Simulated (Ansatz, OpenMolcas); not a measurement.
# How methods differ on SO (sulfur oxide)

The species is SO (2 atoms), meant as a triplet with charge 0. As SMILES, `O=S`. Geometry: the measured bond length.

```xyz
2

O     0.0000    0.0000    0.0000
S     0.0000    0.0000    1.4811
```

Quantity: the electronic atomisation energy, in eV. The values are calculated. Electronic energies at fixed atoms, without zero-point motion or spin-orbit coupling.

```csv
level,kind,program,value (eV),less CCSD(T)/def2-TZVPPD,CPU time (all runs)
UHF/def2-TZVPPD,Hartree–Fock,Ansatz,2.39,-2.74,2.7 s
UBLYP/def2-TZVPPD,GGA,OpenMolcas,5.82,+0.69,36 s
U-r2SCAN/def2-TZVPPD,meta-GGA,Ansatz,5.74,+0.61,13 s
UB3LYP/def2-TZVPPD,global hybrid,Ansatz,5.47,+0.34,6.9 s
U-wB97M-V/def2-TZVPPD,range-separated hybrid,Ansatz,5.50,+0.37,43 s
UB2PLYP/def2-TZVPPD,double hybrid,Ansatz,5.46,+0.33,8.2 s
RPA@PBE/def2-TZVPPD,RPA,Ansatz,4.87,-0.26,10 s
UCCSD(T)/def2-TZVPPD,coupled cluster or CI,Ansatz,5.13,0.00,14 s
FCI/STO-3G,exact in the basis,Ansatz,3.02,-2.11,0.09 s
```

Differences are taken from UCCSD(T)/def2-TZVPPD for orientation; it has basis-set and higher-order errors of its own. The values span 2.39 to 5.82 eV. High-level rows in very small sets aren't better than simpler rows in larger ones. In so small a basis fixed costs decide the times, and correlated methods can beat functionals. CPU times are rough (shared hosts, several kinds of processor and program).
